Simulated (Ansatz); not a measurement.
We consider bcc Mo, described by revPBE (plane waves, PAW; Ansatz, a program for electronic structure).

Numerical settings: plane-wave cutoff 520 eV, 28×28×28 k mesh, Fermi–Dirac smearing 0.081 eV (set by the program), no spin polarisation, scalar-relativistic PAW data made under PBE.

Computed at the level's own relaxed cell.

```yaml
crystal:
  lattice:
    - [-1.58547, 1.58547, 1.58547]
    - [1.58547, -1.58547, 1.58547]
    - [1.58547, 1.58547, -1.58547]
  atoms:
    - { symbol: Mo, position: [0.00000, 0.00000, 0.00000] }
```

Question: Give the elastic tensor (Voigt notation, GPa, ions relaxed, in the Cartesian axes of the cell as printed).

Answer: 
```
  446.2   154.8   154.8     0.0     0.0     0.0
  154.8   446.2   154.8     0.0     0.0     0.0
  154.8   154.8   446.2     0.0     0.0     0.0
    0.0     0.0     0.0    97.0     0.0     0.0
    0.0     0.0     0.0     0.0    97.0     0.0
    0.0     0.0     0.0     0.0     0.0    97.0
```

Measured, for comparison: elastic constant C11 478 GPa, elastic constant C12 160 GPa, elastic constant C44 112 GPa (0 K, 300 K values taken to 0 K by the source's computed thermal shift; zero-point effects included; as tabulated in Gong and Corso (2024), arXiv:2406.16634). Computed (rounded) less measured: elastic constant C11 -7 %, elastic constant C12 -3 %, elastic constant C44 -13 %.

Note: shear constants of such metals converge slowly with the k mesh.

Computed values are for the static lattice.
